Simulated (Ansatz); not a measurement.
Reaction: C4H8 (SMILES C/C=C/C) → C4H8 (2-methylprop-1-ene, SMILES C=C(C)C)
Each species at its own B3LYP-D3(BJ)/def2-TZVP minimum (Ansatz, a program for electronic structure).

Total energies in hartree (Ansatz). UHF or UKS for unpaired electrons; spin-orbit terms are left out. Cores are frozen in correlated methods. No relativity.

```tsv
species	HF/cc-pVTZ	CCSD(T)/cc-pVTZ	HF/cc-pVQZ	CCSD(T)/cc-pVQZ	CCSD(T)/cc-pVDZ	CCSDT(Q)/cc-pVDZ
1: C4H8 (SMILES C/C=C/C)	-156.16781	-156.92539	-156.17790	-156.97173	-156.75798	-156.76017
2: C4H8 (2-methylprop-1-ene, SMILES C=C(C)C)	-156.16855	-156.92718	-156.17869	-156.97362	-156.75940	-156.76157
```

Work out the isomerisation energy (electronic) in kJ/mol: take Hartree-Fock from cc-pVQZ, extrapolate the CCSD(T) correlation energy as X^-3 (X = 3, 4), and add CCSDT(Q) - CCSD(T) in cc-pVDZ. 1 hartree = 2625.5 kJ/mol.


Species 1: correlation (64·(-0.79383) - 27·(-0.75758))/37 = -0.82028; step -0.00219; E1 = -156.17790 + (-0.82028) + (-0.00219) = -157.00037
Species 2: correlation (64·(-0.79493) - 27·(-0.75863))/37 = -0.82142; step -0.00217; E2 = -156.17869 + (-0.82142) + (-0.00217) = -157.00228
-1·E1 +1·E2 = -0.00191 hartree = -5.0 kJ/mol.
